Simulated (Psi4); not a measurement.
# BHF2 (SMILES FBF): a chain of runs

We compute a structure relaxation (wB97X-D/def2-SVP), then the harmonic vibrations of BHF2. 

The results are computed with Psi4 1.11.

### Step 1. Starting point

BHF2: 4 atoms, total charge 0, spin state singlet. As SMILES, `FBF`. Geometry: relaxed at PBE0-D4/def2-TZVP. The run starts from this shape.

Bond lengths: F1–B2 1.313 Å, B2–F3 1.313 Å, B2–H4 1.191 Å. Angles: F1–B2–F3 118.1°, F1–B2–H4 121.0°, F3–B2–H4 121.0°.

### Step 2. A structure relaxation at wB97X-D/def2-SVP (density fitting) (run 1)

Contents of bf2h.in:

```
memory 1600 MB

molecule {
  0 1
  F      1.154300     0.456900    -0.361900
  B     -0.001900    -0.031000     0.025200
  F     -1.095400     0.528700    -0.438900
  H     -0.057000    -0.954600     0.775600
}

set globals {
  basis        def2-SVP
  geom_maxiter 60
}

e_tot = opt("wb97x-d")
```

Started as:

```console
$ psi4 -i bf2h.in -o bf2h.out -n 1
```

bf2h.out:

```text
[...]
  Running in c1 symmetry.
[...]
  Nuclear repulsion =   61.888554759542060
[...]
  Multiplicity = 1
[...]
  Nalpha       = 12
  Nbeta        = 12
[...]
    Number of basis functions: 47
[...]
   @DF-RKS iter   1:  -224.96023481735179   -6.16269e-01   8.65122e-03 DIIS/ADIIS
[...]
   @DF-RKS iter   8:  -225.01196970199075   -1.39266e-12   5.78578e-09 DIIS
[...]
    Orbital Energies [Eh]
    ---------------------
    Doubly Occupied:
       1A    -24.837932     2A    -24.837915     3A     -6.979176
       4A     -1.331228     5A     -1.300957     6A     -0.678575
       7A     -0.631485     8A     -0.610632     9A     -0.589352
      10A     -0.533975    11A     -0.518446    12A     -0.466702
[...]
  @DF-RKS Final Energy:  -225.01196970199075
   => Energetics <=
    Nuclear Repulsion Energy =             61.8092207748516316
    One-Electron Energy =                -434.7980163087077585
    Two-Electron Energy =                 165.8512955121852031
    DFT Exchange-Correlation Energy =     -17.8741904619884941
    Empirical Dispersion Energy =          -0.0002792183313036
    VV10 Nonlocal Energy =                  0.0000000000000000
    Total Energy =                       -225.0119697019907505
[...]
 Multipole Moments:
 ------------------------------------------------------------------------------------
     Multipole            Electronic (a.u.)      Nuclear  (a.u.)        Total (a.u.)
 ------------------------------------------------------------------------------------
 L = 1.  Multiply by 2.5417464519 to convert [e a0] to [Debye]
 Dipole X            :          0.0526488           -0.0680832           -0.0154344
 Dipole Y            :          0.8828522           -1.1401795           -0.2573273
 Dipole Z            :         -0.7175676            0.9264598            0.2088922
 Magnitude           :                                                    0.3318004
[...]
  -Total Gradient:
     Atom            X                  Y                   Z
    ------   -----------------  -----------------  -----------------
       1       -0.000150919614    -0.000111907131     0.000101195677
       2       -0.000014812839     0.000141128453    -0.000149959800
       3        0.000157750177    -0.000129806216     0.000118301261
       4       -0.000005576203    -0.000131417824     0.000119462976
[...]
    Final optimized geometry and variables:
    Molecular point group: c1
    Full point group: C1
    Geometry (in Angstrom), charge = 0, multiplicity = 1:
    F            1.133668863041     0.109186079922    -0.079352063449
    B           -0.022752194220    -0.380712829558     0.309226618697
    F           -1.116329513141     0.181004179354    -0.156369289021
    H           -0.078321239966    -1.311505174281     1.065620502838
    Psi4 run time: 0:00:08.08
[...]
```

On the terminal:

```text
Optimizer: Optimization complete!
```

Run time: 9 s. Hardware: 1 thread of Intel Xeon 6975P-C (Granite Rapids), shared host; peak memory 0.36 GiB.

Step by step:

| step | energy from the first frame kept (eV) | largest force (eV/Å) |
| --- | --- | --- |
| 0 | 0.0000 | 0.2361 |
| 1 | -0.0012 | 0.0213 |
| 2 | -0.0004 | 0.1492 |
| 3 | -0.0012 | 0.0121 |

After the run. Bond lengths: F1–B2 1.315 Å, B2–F3 1.315 Å, B2–H4 1.201 Å. Angles: F1–B2–F3 117.9°, F1–B2–H4 121.1°, F3–B2–H4 121.1°.

### Step 3. The harmonic vibrations at wB97X-D/def2-SVP (density fitting) (run 2)

Contents of bf2h.sdf:

```

     RDKit          3D

  4  3  0  0  0  0  0  0  0  0999 V2000
    1.1545    0.4575   -0.3624 F   0  0  0  0  0  0  0  0  0  0  0  0
   -0.0019   -0.0324    0.0262 B   0  0  0  0  0  0  0  0  0  0  0  0
   -1.0955    0.5293   -0.4394 F   0  0  0  0  0  0  0  0  0  0  0  0
   -0.0575   -0.9632    0.7826 H   0  0  0  0  0  0  0  0  0  0  0  0
  2  1  1  0
  3  2  1  0
  4  2  1  0
M  END
$$$$
```

Contents of bf2h.py:

```python
import psi4
from rdkit import Chem

psi4.set_memory(1600000000)
psi4.set_num_threads(1)
psi4.core.set_output_file('run.log', False)

rd = Chem.SDMolSupplier('bf2h.sdf', removeHs=False, sanitize=False)[0]
xyz = rd.GetConformer().GetPositions()
atoms = '\n'.join(f'{a.GetSymbol()} {x:.4f} {y:.4f} {z:.4f}' for a, (x, y, z) in zip(rd.GetAtoms(), xyz))
geom = psi4.geometry('0 1\n' + atoms + '')

psi4.set_options(dict(t=298.15, rotational_symmetry_number=2))

energy_value = psi4.frequencies("wb97x-d/def2-SVP")
print('E =', round(energy_value, 9))
```

Started as:

```console
$ python bf2h.py
```

run.log:

```text
[...]
  Running in c1 symmetry.
[...]
  Nuclear repulsion =   61.809158581900050
[...]
  Multiplicity = 1
[...]
  Nalpha       = 12
  Nbeta        = 12
[...]
    Number of basis functions: 47
[...]
   @DF-RKS iter   1:  -224.96003254884371   -6.20631e-01   8.66700e-03 ADIIS/DIIS
[...]
   @DF-RKS iter  10:  -225.01196896935173   -7.10543e-13   2.35722e-09 DIIS
[...]
    Orbital Energies [Eh]
    ---------------------
    Doubly Occupied:
       1A    -24.837885     2A    -24.837871     3A     -6.979010
       4A     -1.331190     5A     -1.300920     6A     -0.678558
       7A     -0.631450     8A     -0.610720     9A     -0.589318
      10A     -0.533939    11A     -0.518413    12A     -0.466856
[...]
  @DF-RKS Final Energy:  -225.01196896935173
   => Energetics <=
    Nuclear Repulsion Energy =             61.8156629644680748
    One-Electron Energy =                -434.8111296505083487
    Two-Electron Energy =                 165.8583541518091806
    DFT Exchange-Correlation Energy =     -17.8745778741705443
    Empirical Dispersion Energy =          -0.0002785609500678
    VV10 Nonlocal Energy =                  0.0000000000000000
    Total Energy =                       -225.0119689693517273
[...]
 Multipole Moments:
 ------------------------------------------------------------------------------------
     Multipole            Electronic (a.u.)      Nuclear  (a.u.)        Total (a.u.)
 ------------------------------------------------------------------------------------
 L = 1.  Multiply by 2.5417464519 to convert [e a0] to [Debye]
 Dipole X            :          0.0526561           -0.0681037           -0.0154477
 Dipole Y            :          0.8827694           -1.1401834           -0.2574140
 Dipole Z            :         -0.7141547            0.9239351            0.2097805
 Magnitude           :                                                    0.3324281
[...]
  -Total Gradient:
     Atom            X                  Y                   Z
    ------   -----------------  -----------------  -----------------
       1       -0.000170715684    -0.000176064850     0.000073320683
       2       -0.000048867135    -0.000274789250     0.000430621708
       3        0.000190615347    -0.000216278407     0.000108952426
       4        0.000015829726     0.000436866767    -0.000429155770
[...]
  ==> Harmonic Vibrational Analysis <==
[...]
  Freq [cm^-1]                 544.7657            937.7048           1112.2062
[...]
  IR activ [km/mol]            21.2741             85.9555              0.6127
[...]
  Freq [cm^-1]                1178.8939           1456.3935           2712.7886
[...]
  IR activ [km/mol]            124.2104            400.1369            124.4253
[...]
  Total E_0, Enthalpy at 0 [K]                                                         -224.99387478 [Eh]
[...]
  Total H, Enthalpy at  298.15 [K]                                                     -224.98981029 [Eh]
[...]
  Total G, Gibbs energy at  298.15 [K]                                                 -225.01756476 [Eh]
[...]
```

Standard output:

```text
Warning: used thermodynamics relations inappropriate for low-frequency modes: ['544.7657']
E = -225.011969702
```

Wall time 32 s (1 thread of Intel Xeon 6975P-C (Granite Rapids), shared host); peak memory 0.37 GiB.

### Step 4. Outcome

```
                                                                          quantity             value
                                  run 1, wB97X-D/def2-SVP: total energy at the end     -225.01197 Eh
                                            run 1, wB97X-D/def2-SVP: dipole moment            0.84 D
                                              run 1, wB97X-D/def2-SVP: HOMO energy         -12.70 eV
                                              run 1, wB97X-D/def2-SVP: LUMO energy           1.96 eV
                                            run 1, wB97X-D/def2-SVP: HOMO–LUMO gap          14.66 eV
                                        run 1, wB97X-D/def2-SVP: dispersion energy      -0.73 kJ/mol
                               run 2, wB97X-D/def2-SVP: lowest harmonic wavenumber          545 cm⁻¹
                              run 2, wB97X-D/def2-SVP: highest harmonic wavenumber         2713 cm⁻¹
                                        run 2, wB97X-D/def2-SVP: zero-point energy       47.5 kJ/mol
run 2, wB97X-D/def2-SVP: ideal-gas entropy at 298.15 K (symmetry number 2 as used)  58.4 cal/(mol K)
```

The optimisation (run 1, wB97X-D/def2-SVP) took 4 steps and changed the energy by -0.001 eV. All 6 modes (run 2, wB97X-D/def2-SVP) are real, so the shape is a minimum at this level.
